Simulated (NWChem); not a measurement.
System: BCl$_{3}$; SMILES ClB(Cl)Cl

```xyz
4

B      0.0000     0.0000     0.0000
Cl     0.8813     1.5144     0.0000
Cl     0.8709    -1.5204     0.0000
Cl    -1.7522     0.0060     0.0000
```
Atoms are numbered in this order, from 1.

Computed with NWChem. Pople sets run with spherical d functions. All runs use the structure optimised with B3LYP/6-31G* (spherical d). Vzz is the largest principal value of the second derivative of the potential at the nucleus (NWChem prints the opposite sign); η is the asymmetry. Non-relativistic.

| level | Vzz B1 (a.u.) | η B1 | Vzz Cl4 (a.u.) | η Cl4 |
|---|---|---|---|---|
| Hartree-Fock/def2-TZVP | 0.347 | 0.00 | 2.451 | 0.49 |
| Hartree-Fock/def2-SVP | 0.323 | 0.00 | 2.172 | 0.45 |
| PBE0/def2-SVP | 0.245 | 0.00 | (withheld) | 0.53 |
| PBE0/6-31G* | 0.246 | 0.00 | 2.291 | 0.51 |

**Question.** What belongs in the gaps?

**Answer.** 
- PBE0/def2-SVP, Vzz Cl4 (a.u.): 2.117
